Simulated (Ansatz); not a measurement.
**Ligand exchange: Cl2 + C2H2F2 → HCl + C2HClF2**

Species: Cl2 (chlorine), singlet; C2H2F2 (1,2-difluoroethene) `F/C=C/F`, singlet; HCl, singlet; C2HClF2 `F/C=C(\F)Cl`, singlet. The partners trade Cl for H: Cl–Cl and C–H bonds give way to Cl–H and C–Cl.

Shapes, held fixed at every level: PBE0-D4/def2-TZVP. Programs: Ansatz 0.2.0. The zero-point and thermal change to 298 K, harmonic and unscaled (PBE0-D4/def2-TZVP), is -7.1 kJ/mol.

Estimate ΔH(298 K) of this reaction.

The highest level, CCSD(T)/CBS estimate, gives ΔH(298 K) = -112.4 kJ/mol; the levels span -130.2 to -106.6. The column of differences is taken from that level and isn't an error. No measured value is set beside it here. The CBS estimate extrapolates MP2 from def2-TZVPP and def2-QZVPP and adds CCSD(T) − MP2 in the triple-zeta set, cores frozen.

| level | kind | ΔH(298 K) (kJ/mol) | less CCSD(T)/CBS estimate |
| --- | --- | --- | --- |
| HF/def2-TZVPP | Hartree–Fock | -109.8 | +2.6 |
| SPW92/def2-TZVPP | LDA | -124.3 | -11.9 |
| B3LYP-D4/def2-TZVPP | global hybrid | -106.6 | +5.8 |
| MP2/def2-TZVPP | perturbation theory | -130.2 | -17.8 |
| CCSD/def2-SVP | coupled cluster or CI | -128.6 | -16.2 |
| CCSD/def2-TZVPP | coupled cluster or CI | -117.4 | -5.0 |
| CCSD(T)/CBS estimate | coupled cluster or CI | -112.4 | 0.0 |
